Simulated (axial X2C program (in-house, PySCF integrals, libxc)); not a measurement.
SiCl⁺: bond constants with and without spin–orbit coupling

Calculated with an axial X2C code built on PySCF integrals. Spin-free means the one-electron spin-free X2C Hamiltonian; two-component (2c) means X2C with spin–orbit coupling and atomic mean-field two-electron Coulomb and Gaunt terms, so the difference of the two also holds small scalar two-electron terms. Basis: Cl dyall-av3z [9s8p3d2f], Si dyall-v3z [8s7p2d1f] (cores contracted in-house); Gaussian nuclei, density fitting, unrestricted open shells. Masses: Cl 34.969 u, Si 27.977 u.

The run was started with this input:
```json
{
 "zs": [
  17,
  14
 ],
 "q": 1,
 "bas": [
  "dyall-av3z",
  "dyall-v3z"
 ],
 "levels": [
  "PBE0",
  "HF",
  "PBEsol"
 ],
 "cc": true,
 "r0": 2.15,
 "thr": -2.0,
 "nmax": 90,
 "npts": 10,
 "nst": 2,
 "ntry": 6
}
```
```bash
python so2c.py task.json out
```

Keys: zs atomic numbers; q charge; bas basis sets; levels methods; cc coupled cluster on or off; r0 starting distance in Å; thr threshold in hartree for freezing inner shells (an s shell follows its p shell); nmax most natural virtual spinors; npts points on the curve; nst determinants followed; ntry starts of the search. HF also brings MP2.

State, spin-free: M_S = 0, Λ = 0 (closed shell); electrons by block: σα: 9, σβ: 9, π+α: 3, π+β: 3, π-α: 3, π-β: 3. Fragments: Cl + Si+.

State, 2c: Ω = 0 (closed shell); electrons by block: 1/2: 12, -1/2: 12, 3/2: 3, -3/2: 3. Fragments: Cl + Si+.

| Hamiltonian | level | Re (Å) | ωe (cm⁻¹) | ωexe (cm⁻¹) | αe (cm⁻¹) | De (eV) | μ (D) |
| --- | --- | --- | --- | --- | --- | --- | --- |
| spin-free | PBE0 | 1.965 | 665.8 | 2.18 | 0.00142 | 5.15 | 3.37 |
| spin-free | HF | 1.954 | 690.4 | 2.19 | 0.00139 | 3.61 | 3.67 |
| spin-free | MP2 | 1.964 | 675.3 | 2.1 | 0.00137 | 5.18 | n/a |
| spin-free | CCSD | 1.964 | 674.5 | 2.19 | 0.0014 | 4.83 | n/a |
| spin-free | CCSD(T) | 1.970 | 663.3 | 2.22 | 0.00142 | 5.00 | n/a |
| spin-free | PBEsol | 1.978 | 643.5 | 2.22 | 0.00146 | 5.65 | 3.23 |
| 2c | PBE0 | 1.965 | 665.6 | 2.18 | 0.00142 | 5.14 | 3.37 |
| 2c | HF | 1.954 | 690.2 | 2.19 | 0.00139 | 3.55 | 3.67 |
| 2c | MP2 | 1.965 | 675.1 | 2.1 | 0.00137 | 5.13 | n/a |
| 2c | CCSD | 1.964 | 674.4 | 2.19 | 0.00139 | 4.77 | n/a |
| 2c | CCSD(T) | 1.970 | 663.2 | 2.22 | 0.00142 | 4.94 | n/a |
| 2c | PBEsol | 1.978 | 643.3 | 2.22 | 0.00146 | 5.65 | 3.23 |

Correlated methods: 10 electrons correlated (number of frozen shells: Cl 2 s, 1 p; Si 2 s, 1 p), 168 virtual spin orbitals or spinors in MP2, 90 natural virtuals in coupled cluster.

Dipoles are positive if Si is the positive end and refer to the centre of mass.

The state is one determinant whose occupation by symmetry is held fixed; it was picked as the lowest of a PBE0 search that is not exhaustive. Closed shells are restricted here (equal orbitals for both partners); the stretched side of such a curve lies too high. De is counted from the lowest determinant-based energies of the atoms at the same level, without counterpoise correction. Coupled cluster ran in a truncated set of natural virtual spinors; the MP2 energy of the rest was added. (T) has no such correction and the atoms are truncated less, which lowers De at CCSD(T) by a hundredth of an eV or more. In 2c an atomic determinant is not the ground J level, so De misses part of the atomic spin–orbit lowering. This holds for PBE0, PBEsol. The functionals have no current-density term, which raises determinants with orbital currents, atoms included.

Rough cost a point (2c) on 1 thread(s) of a shared host, integrals apart: PBE0 0.16 s, HF 0.07 s, CCSD(T) 4 s, PBEsol 0.12 s.

The whole task took 76 s on 1 thread of Intel(R) Xeon(R) Processor @ 2.30GHz (shared host).
